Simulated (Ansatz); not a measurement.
Species: C3H2N (charge 0, doublet). SMILES: C(C#N)=[CH]
Geometry: optimised at B3LYP-D3(BJ)/def2-TZVP (Ansatz, an electronic-structure program).

Property: atomisation energy, in kcal/mol. Set-up: 6-311+G** with 5d; non-relativistic; open shells spin-unrestricted; spin-orbit terms left out; valence correlation only; LANL2DZ all-electron up to Ne; 6-31G* and kin with 6d, 5d where marked; atomisation electronic, to ground-state atoms. First-principles rows: single points at B3LYP-D3(BJ) geometries (Ansatz). A UHF reference is markedly spin-contaminated in at least one set, which strains HF and MP2.

| level | program | atomisation energy (kcal/mol) |
|---|---|---|
| MP2/3-21G | Ansatz | 544.1 |
| MP2/LANL2DZ | Ansatz | 522.6 |
| MP2/6-31G* | Ansatz | 594.0 |
| MP2/6-311+G** | Ansatz | 604.2 |

No value to compare with is used here. The 4 habitual levels span 522.6 (MP2/LANL2DZ) to 604.2 kcal/mol (MP2/6-311+G**).

The sets are all those run for this method; runs whose electronic state is in doubt are left out.
